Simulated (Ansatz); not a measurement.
Two isomers of C4H7FO: A = `C/C=C(\F)OC`, B = `CC/C(O)=C/F`.

Calculated with Ansatz (gas phase, PBE0-D4/def2-TZVP geometries, no zero-point term in ΔE). CCSD(T)/CBS adds triple-zeta CCSD(T) − MP2 to the extrapolated MP2 energy (def2 sets, frozen cores). Double bonds are as drawn, so ΔE can hold a change between cis and trans. Functionals use def2-TZVPP. B3LYP here is the variant with VWN-RPA as its local correlation; programs differ in this. One conformer a species, not always the lowest.

(1) Which is lower in electronic energy at CCSD(T)/CBS, and by how much? (Estimate.)

(2) Give E(B) − E(A) in kJ/mol with ωB97M-V, MP2/def2-TZVPP, CCSD(T)/def2-TZVPP, CCSD/def2-TZVPP, B2PLYP, B3LYP, PBE0-D4. (Estimate.)

Largest T1 diagnostic: 0.012.

## Answers

(1) Ansatz gave: B, by 37.9 kJ/mol.

(2) Computed: ωB97M-V -32.4, MP2/def2-TZVPP -36.8, CCSD(T)/def2-TZVPP -33.9, CCSD/def2-TZVPP -33.3, B2PLYP -30.5, B3LYP -27.2, PBE0-D4 -33.2. None reverses the order clearly.

In def2-TZVPP, CCSD(T) changes the Hartree–Fock value by −11.1 kJ/mol (the triples alone add −0.6 kJ/mol) and MP2 by −14.0 kJ/mol.
